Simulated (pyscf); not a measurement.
HN=SiH₂ + H• → [HN=SiH]• + H₂, a hydrogen abstraction (doublet surface; H–Si broken, H–H formed). Optimised with ωB97X-D3(BJ)/def2-SVP in PySCF. Energies in kcal/mol from the separated reactants.

Small-basis levels: PySCF, no dispersion term, spherical d functions. Open shells are spin-unrestricted. 

**Question.** Quick SVWN5/6-31G* single points give ΔE‡ = -6.9 kcal/mol and ΔE = -26.7 kcal/mol. What does ωB97M-D3(BJ)/def2-TZVP give, and how far is the quick result from it?

**Answer.** ωB97M-D3(BJ)/def2-TZVP gives ΔE‡ = 3.8 kcal/mol and ΔE = -22.6 kcal/mol. SVWN5/6-31G* lies 10.7 kcal/mol under it in the barrier and 4.1 kcal/mol under it in the reaction energy, so on this step it does not hold to within 3.0 kcal/mol. At SVWN5/6-31G* this geometry lies under one side, so its ΔE‡ may be no barrier of that level. ωB97M-D3(BJ)/def2-TZVP has limits of its own. HN=SiH₂ lies 18.2 kcal/mol over its isomer H₂N–SiH: [singlet] (electronic energy, ωB97M-D3(BJ)/def2-TZVP). One saddle was located; it need not be the lowest between these sides. The angle at the transferred H is 176°.
